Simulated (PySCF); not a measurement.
**Name the molecule from its bond curve**

A diatomic of charge +1 contains Cl. Its doublet curve at PBE in a double-zeta basis (no relativity, PySCF), in eV from the separated fragments:

```tsv
R (Å)	E (eV)
2.454	-0.189
2.569	-0.283
2.683	-0.330
2.768	-0.345
2.854	-0.349
2.940	-0.343
3.054	-0.328
3.196	-0.301
3.368	-0.264
3.596	-0.216
```

The fit gives ωe = 155 cm⁻¹ and the rotational constant Bₑ = 0.1509 cm⁻¹.

Which atom is the partner?

The minimum lies at 2.838 Å, so the reduced mass is 16.8576 u Å² cm⁻¹/(Bₑ·Re²) = 13.87 u. With Cl at 34.97 u the partner weighs about 23.0 u: Na. The molecule is NaCl⁺.

The state is the lowest determinant that a PBE0 search found; another state may lie lower at other levels.
